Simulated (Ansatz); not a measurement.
`CC#CCF` + `C1=CC1` → `FCC1=CC1` + `C#CC` at 500 K and 1 bar (formal exchange of groups at a C–C bond).

Calculated with Ansatz (gas phase, PBE0-D4/def2-TZVP geometries, no zero-point term in ΔE). CCSD(T)/CBS is the MP2 limit (def2-TZVPP, def2-QZVPP) plus CCSD(T) − MP2 in def2-TZVPP, frozen cores. This one scheme is used for every species. Each species was taken in one conformer, which may not be the lowest.

| species | CCSD(T)/CBS energy (Eh) | H − E (kJ/mol) | S (J/(mol·K)) |
| --- | --- | --- | --- |
| `CC#CCF` | -254.93801 | 243.5 | 386.0 |
| `C1=CC1` | -116.45901 | 172.1 | 275.5 |
| `FCC1=CC1` | -254.90435 | 241.3 | 356.3 |
| `C#CC` | -116.49627 | 173.5 | 282.9 |

H − E and S are ideal-gas, rigid-rotor, harmonic terms from PBE0-D4/def2-TZVP, for one conformer and one mirror image of each species. 1 Eh = 2625.50 kJ/mol, R = 8.31446 J/(mol·K).

Task: By hand: ΔE, ΔH, ΔS and ΔG.

Result: ΔE = (-254.90435) + (-116.49627) − (-254.93801) − (-116.45901) = -0.00360 Eh = -9.5 kJ/mol. Δ(H − E) = 241.3 + 173.5 − 243.5 − 172.1 = -0.8, so ΔH = -10.3 kJ/mol. ΔS = 356.3 + 282.9 − 386.0 − 275.5 = -22.3 J/(mol·K). ΔG = -10.3 − 500 × (-22.3)/1000 = 0.8 kJ/mol.

Task: By hand: the equilibrium constant, and the temperature at which ΔG would vanish if ΔH and ΔS stayed fixed.

Result: log₁₀ K = −ΔG/(RT ln 10) = -0.1. ΔG = 0 at ΔH/ΔS = 462 K.

TΔS isn't small against ΔH here. The sign of ΔG lies within the doubt. A doubt of 5 kJ/mol in ΔE shifts log₁₀ K by 0.5 here. Other conformers and mirror images would add mixing entropy, several J/(mol·K) or more a flexible species. Modes under 60 cm⁻¹, often nearly free rotors, make the harmonic entropy too high. These are equilibria of isolated gas molecules and say nothing of rates. Largest T1 diagnostic: 0.011 (customary marks: 0.02 for closed shells, 0.045 for open ones).
